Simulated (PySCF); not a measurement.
Molfile (atoms numbered from 1):
```
C6H14
     RDKit          3D

 20 19  0  0  0  0  0  0  0  0999 V2000
   -3.1039   -0.4555    0.5179 C   0  0  0  0  0  0  0  0  0  0  0  0
   -1.7889    0.2985    0.6106 C   0  0  0  0  0  0  0  0  0  0  0  0
   -0.6628   -0.3723   -0.1584 C   0  0  0  0  0  0  0  0  0  0  0  0
    0.6583    0.3723   -0.0728 C   0  0  0  0  0  0  0  0  0  0  0  0
    1.7847   -0.2996   -0.8404 C   0  0  0  0  0  0  0  0  0  0  0  0
    3.0990    0.4560   -0.7508 C   0  0  0  0  0  0  0  0  0  0  0  0
   -3.8941    0.0399    1.0865 H   0  0  0  0  0  0  0  0  0  0  0  0
   -3.0020   -1.4725    0.9073 H   0  0  0  0  0  0  0  0  0  0  0  0
   -3.4400   -0.5340   -0.5198 H   0  0  0  0  0  0  0  0  0  0  0  0
   -1.9223    1.3197    0.2353 H   0  0  0  0  0  0  0  0  0  0  0  0
   -1.4954    0.3997    1.6619 H   0  0  0  0  0  0  0  0  0  0  0  0
   -0.5287   -1.3950    0.2162 H   0  0  0  0  0  0  0  0  0  0  0  0
   -0.9544   -0.4743   -1.2114 H   0  0  0  0  0  0  0  0  0  0  0  0
    0.9493    0.4759    0.9800 H   0  0  0  0  0  0  0  0  0  0  0  0
    0.5244    1.3944   -0.4492 H   0  0  0  0  0  0  0  0  0  0  0  0
    1.9193   -1.3196   -0.4623 H   0  0  0  0  0  0  0  0  0  0  0  0
    1.4906   -0.4042   -1.8913 H   0  0  0  0  0  0  0  0  0  0  0  0
    2.9960    1.4714   -1.1438 H   0  0  0  0  0  0  0  0  0  0  0  0
    3.8896   -0.0409   -1.3177 H   0  0  0  0  0  0  0  0  0  0  0  0
    3.4353    0.5386    0.2865 H   0  0  0  0  0  0  0  0  0  0  0  0
  1  2  1  0
  2  3  1  0
  3  4  1  0
  4  5  1  0
  5  6  1  0
  1  7  1  0
  1  8  1  0
  1  9  1  0
  2 10  1  0
  2 11  1  0
  3 12  1  0
  3 13  1  0
  4 14  1  0
  4 15  1  0
  5 16  1  0
  5 17  1  0
  6 18  1  0
  6 19  1  0
  6 20  1  0
M  END
```

Geometry: PBE0-D3(BJ)/def2-TZVP; GIAO shifts from PySCF 2.14.0 with density-fitted response routines, gas phase, non-relativistic, averaged over equivalent atoms.

At B97-2/pcSseg-2 (412 basis functions):
| atoms | δ (ppm) |
| --- | --- |
| C3/C4 | 39.2 |
| C2/C5 | 29.5 |
| C1/C6 | 17.8 |
| H10/H11/H16/H17 | 1.32 |
| H12/H13/H14/H15 | 1.24 |
| H7/H8/H9/H18/H19/H20 | 0.98 |

Chemical shifts δ = σref − σ; $^{13}$C (σref 185.38) and $^{1}$H (σref 31.64) against TMS, all at this level.

Estimate the result of repeating the calculation with KT3/pcSseg-2.

Answers


```
               atoms  δ at KT3/pcSseg-2  change
               C3/C4               40.3    +1.1
               C2/C5               30.9    +1.4
               C1/C6               18.1    +0.3
     H10/H11/H16/H17               1.39   +0.07
     H12/H13/H14/H15               1.28   +0.04
H7/H8/H9/H18/H19/H20               1.00   +0.02
```

Referencing at the same level of theory: $^{13}$C (183.24 ppm) and $^{1}$H (31.63 ppm) against TMS.

The largest change is at C2/C5 (sp3 CH2). Cost: 412 basis functions. The order of the carbon signals is the same at both levels.
